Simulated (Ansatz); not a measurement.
Reactions of `O=P`.

Program: Ansatz. Geometries: PBE0-D4/def2-TZVP. ΔE: electronic, gas phase. CCSD(T)/CBS is frozen-core, at the limit of the def2 triple- and quadruple-zeta sets. Functionals use def2-TZVPP. B3LYP here is the variant with VWN-RPA as its local correlation; programs differ in this. No spin–orbit coupling; open shells (•) take unrestricted orbitals. Spin–orbit coupling would lower the free atoms: a little for F, O.

```
                           reaction  B3LYP-D4 (kJ/mol)  MP2/CBS(def2) (kJ/mol)
              `O=P` → H• + `O=[P]`•                289                     285
  `O=P` + `[CH3]`• → `O=[P]`• + CH₄               -177                    -184
        `O=P` + F• → `O=[P]`• + H–F               -290                    -329
`O=P` + `[SiH3]`• → `O=[P]`• + SiH₄               -111                    -111
         `O=P` + H• → `O=[P]`• + H₂               -173                    -155
               `O=P` → H• + O• + P•                892                     917
```

(1) Give the CCSD(T)/CBS values in the same order. (An estimate is asked.)

Largest T1 diagnostic: 0.025, for `O=[P]`•, so its coupled-cluster energy is less sure.

Results:

(1) Computed: 294, -176, -300, -110, -164, 888 kJ/mol.
